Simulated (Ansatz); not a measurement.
# C3H2FN: small, medium and large basis sets

The task here is to estimate one member of a computed series from the others.

Program: Ansatz 0.2.0, Gaussian basis. Level of theory: one geometry, several basis sets. These are calculated values, not measurements.

Plan: PBE0-D4/def2-SVP; ωB97M-V/def2-SVP; PBE0-D4/def2-QZVPP; ωB97M-V/def2-QZVPP; the functionals' def2-TZVPP values are taken from earlier runs.

### The geometry

An earlier PBE0-D4 in a triple-zeta def2 set relaxation fixed the geometry.

7 atoms, charge 0, spin multiplicity 1.

Atoms are counted from 1 here; the program's logs count them from 0.

Bond lengths: F1–C2 1.306 Å, C2–C3 1.376 Å, C3–N4 1.263 Å, C3–C5 1.512 Å, N4–C5 1.462 Å, C5–H6 1.086 Å, C5–H7 1.087 Å. Angles: F1–C2–C3 116.9°, C2–C3–N4 160.8°, C2–C3–C5 121.4°, N4–C3–C5 62.8°, C3–N4–C5 66.9°, C3–C5–N4 50.2°, C3–C5–H6 116.5°, C3–C5–H7 118.1°, N4–C5–H6 119.2°, N4–C5–H7 117.3°, H6–C5–H7 118.0°.

The first run:

Contents of in.yaml:

```yaml
crystal:
  periodic: [false, false, false]
  atoms:
    - {symbol: F, position_ang: [-2.425385, -0.087214, -0.038744]}
    - {symbol: C, position_ang: [-1.354839, -0.659086, 0.442998]}
    - {symbol: C, position_ang: [-0.208675, -0.573554, -0.314158]}
    - {symbol: N, position_ang: [0.941950, -0.826381, -0.769376]}
    - {symbol: C, position_ang: [0.901666, 0.388266, 0.042524]}
    - {symbol: H, position_ang: [0.882305, 1.355758, -0.451009]}
    - {symbol: H, position_ang: [1.324280, 0.334211, 1.042165]}
basis:
  gaussian: {orbitals: def2-SVP}
hamiltonian: {xc: pbe0, dispersion: d4}
output: {orbitals: {seedname: orbitals}}
```

On the command line:

```bash
$ ansatz run in.yaml --threads 2 --pin off --events-out ev --progress --plain --max-ram 4352MiB
```

Steps of the session up to this table: PBE0-D4 in def2-SVP; ωB97M-V in def2-SVP; PBE0-D4 in def2-QZVPP; ωB97M-V in def2-QZVPP.

One of the session's tables, all rows but one given; the rest of the session is left out.

It belongs to the step «Functionals by basis». 

```
functional       basis  HOMO (eV)  LUMO (eV)
   PBE0-D4    def2-SVP      -7.29      -2.57
   PBE0-D4  def2-TZVPP      -7.43      -2.62
   PBE0-D4  def2-QZVPP      -7.46      -2.66
   ωB97M-V    def2-SVP      -9.55      -0.27
   ωB97M-V  def2-TZVPP      -9.73      -0.39
   ωB97M-V  def2-QZVPP          ?          ?
```

Q: Estimate the row for ωB97M-V, def2-QZVPP from the others.

**Answer.** HOMO (eV): -9.76; LUMO (eV): -0.45. In the column «HOMO (eV)» it is the lowest.
